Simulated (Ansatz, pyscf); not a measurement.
HO–SiH₂–F -> F–SiH: [singlet] + H₂O, a 1,1-elimination on the singlet surface: O–Si, H–Si broken, H–O formed. Optimised with ωB97X-D3(BJ)/def2-SVP in PySCF. Wave-function energies: Ansatz (a program for electronic structure), frozen core, RHF or UHF references. In kcal/mol, from the reactant's lowest minimum found.

```csv
level,barrier,reaction energy
r²SCAN/def2-TZVP,80.99,+80.51
ωB97M-D3(BJ)/def2-TZVP,84.41,+73.63
CCSD(T)/cc-pV(D+d)Z,83.80,+69.82
CCSDT(Q)/cc-pV(D+d)Z,[?],[?]
CCSD(T)/cc-pV(T+d)Z,86.30,+74.61
CCSD(T)/cc-pV(Q+d)Z,[?],+75.62
```

Task: Complete the blanks.

Result: 
- CCSDT(Q)/cc-pV(D+d)Z, barrier: 83.22
- CCSDT(Q)/cc-pV(D+d)Z, reaction energy: +69.72
- CCSD(T)/cc-pV(Q+d)Z, barrier: 86.59

In cc-pV(D+d)Z, going from CCSD(T) to CCSDT(Q) shifts the barrier by -0.59 and the reaction energy by -0.11 kcal/mol. With HF in the quadruple-zeta basis and the correlation energy extrapolated as X⁻³ from X = 3, 4, CCSD(T) gives 86.77 and +76.37; adding the double-zeta shift gives ΔE‡ = 86.18 and ΔE = +76.26 kcal/mol, without core correlation, relativity or geometry relaxation at these levels. On the product side the descent ends in an adduct with a O–Si contact, 16.67 kcal/mol under the separated species and 25.24 kcal/mol under the saddle at ωB97X-D3(BJ)/def2-TZVP. What is counted as broken (O–Si) persists as a longer contact in the product adduct; parting that adduct is a step of its own. The same reactants have a lower exit, to O=SiH–F + H₂ (barrier +66.01 kcal/mol at ωB97M-D3(BJ), against +84.41 kcal/mol here). This is the saddle that the search found; another between the same sides may lie lower. The CCSD(T) − MP2 part came from Ansatz, without density fitting, on the same reference.
